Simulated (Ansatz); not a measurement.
We consider bcc Li, described by PBEsol (Ansatz, a quantum-chemistry and plane-wave program, PAW).

Settings: plane-wave cutoff 520 eV, 16×16×16 k mesh, Fermi–Dirac smearing 0.1 eV, perturbation theory, scalar-relativistic PAW data made under PBE.

The cell has the measured lattice parameters. Conventional cell: a = 3.5093 Å, b = 3.5093 Å, c = 3.5093 Å, α = 90.00°, β = 90.00°, γ = 90.00°.

Space group Im-3m (No. 229); a = b = c = 3.5093 Å, α = β = γ = 90.00°

```csv
atom,site,symmetry,x,y,z
Li,2a,m-3m,0.0000,0.0000,0.0000
```
(The calculation used a cell of 1 atom; values per cell refer to that cell.)

Harmonic phonon frequencies (cm⁻¹; i marks an imaginary mode):

```tsv
q point	frequencies
H	314 314 314
N	___
P	___
```

Q: Fill in the missing entries.

A: 
- N, frequencies: 57 188 297
- P, frequencies: 245 245 245

No imaginary mode appears at these points.

Note: the cell isn't this level's own, so it is under some stress, which shifts stiffness and frequencies.
